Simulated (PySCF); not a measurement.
A PySCF script (with the pyscf-properties extension) for the NMR shieldings of `CC(C)(C)C#N`, C5H9N, on a PBE0-D3(BJ)/def2-SVP geometry:

```python
import basis_set_exchange as bse
import numpy as np
from pyscf import gto, dft
from pyscf.prop import nmr

atoms = """
C     0.815674    1.238724    0.052592
C    -0.121556    0.027587    0.150158
C    -0.959589   -0.105942   -1.128048
C     0.686267   -1.254526    0.395593
C    -1.031201    0.231705    1.289246
N    -1.742194    0.387045    2.189460
H     0.248643    2.167733   -0.105407
H     1.414749    1.352448    0.967757
H     1.502992    1.104409   -0.796806
H    -1.644728   -0.963975   -1.066859
H    -0.292373   -0.256418   -1.990622
H    -1.557279    0.799677   -1.307424
H     1.281232   -1.179328    1.317321
H     0.026380   -2.129961    0.481550
H     1.373114   -1.419343   -0.448504
"""
names = dict.fromkeys(["C", "N", "H"], "pcSseg-1")
basis = {el: gto.basis.parse(bse.get_basis(n, elements=[el], fmt="nwchem")) for el, n in names.items()}
mol = gto.M(atom=atoms, basis=basis, charge=0, verbose=0)
mf = dft.RKS(mol, xc="PBE0")
mf.grids.level = 2
mf.grids.alignment = dft.numint.BLKSIZE   # the property module wants whole blocks of grid points
mf.conv_tol = 1e-9
mf.kernel()

calc = nmr.RKS(mf)   # GIAO
C = mf.mo_coeff
Co = C[:, mf.mo_occ > 0]
resp = mf.gen_response(singlet=True, hermi=2)
def vind(x):   # induced exchange potential for any number of trial vectors
    d = np.einsum("pi,xij,qj->xpq", C, 2 * x.reshape(-1, C.shape[1], Co.shape[1]), Co, optimize=True)
    return np.einsum("xpq,pi,qj->xij", resp(d - d.transpose(0, 2, 1)), C, Co, optimize=True).ravel()
mo1, _ = nmr.rhf.solve_mo1(calc, with_cphf=vind)
sigma = calc.kernel(mo1)
for i, s in enumerate(sigma):   # ppm
    w = np.linalg.eigvalsh((s + s.T) / 2)
    print("%2d %-2s iso %8.1f  s11 %8.1f  s22 %8.1f  s33 %8.1f" % (i, mol.atom_pure_symbol(i), w.mean(), *w))
```

**Question.** What are the results?

**Answer.** 
```
 0 C  iso    154.0  s11    139.1  s22    139.7  s33    183.3
 1 C  iso    156.9  s11    151.5  s22    151.6  s33    167.6
 2 C  iso    154.1  s11    139.3  s22    139.8  s33    183.3
 3 C  iso    153.9  s11    139.1  s22    139.3  s33    183.2
 4 C  iso     53.8  s11    -68.2  s22    -68.1  s33    297.7
 5 N  iso    -33.0  s11   -191.4  s22   -191.2  s33    283.5
 6 H  iso     29.8  s11     26.2  s22     27.6  s33     35.7
 7 H  iso     29.8  s11     26.2  s22     27.6  s33     35.7
 8 H  iso     30.4  s11     26.9  s22     28.1  s33     36.2
 9 H  iso     29.8  s11     26.2  s22     27.6  s33     35.7
10 H  iso     30.4  s11     26.9  s22     28.1  s33     36.2
11 H  iso     29.8  s11     26.2  s22     27.6  s33     35.7
12 H  iso     29.8  s11     26.2  s22     27.6  s33     35.7
13 H  iso     29.8  s11     26.2  s22     27.6  s33     35.7
14 H  iso     30.4  s11     26.9  s22     28.1  s33     36.1
```

These numbers come from an equivalent density-fitted implementation of the same equations, which agrees with the script to about 0.01 ppm for H and up to a few tenths of a ppm for heavy atoms, so last digits may differ.

**Question.** Turn these shieldings into chemical shifts. Shifts are taken against calculated references (same method and geometry level): $^{13}$C (σ = 184.41 ppm) and $^{1}$H (σ = 31.27 ppm) vs TMS; NH3 for $^{15}$N (σ = 265.67 ppm).

**Answer.** Averaging equivalent atoms: C 4: 130.6; C 0/2/3: 30.4; C 1: 27.5; N 5: 298.7; H 6/7/8/9/10/11/12/13/14: 1.26 ppm. Experimental scales use liquid or dissolved standards, which lie at an offset from isolated NH3 (liquid NH3: subtract about 20 ppm). Unscaled 15N shifts of sp2 nitrogen come out 20 to 40 ppm too high even then.

Size and cost of the density-fitted run: 147 basis functions, 15 s wall time on 1 thread of an x86-64 server CPU, shared host.
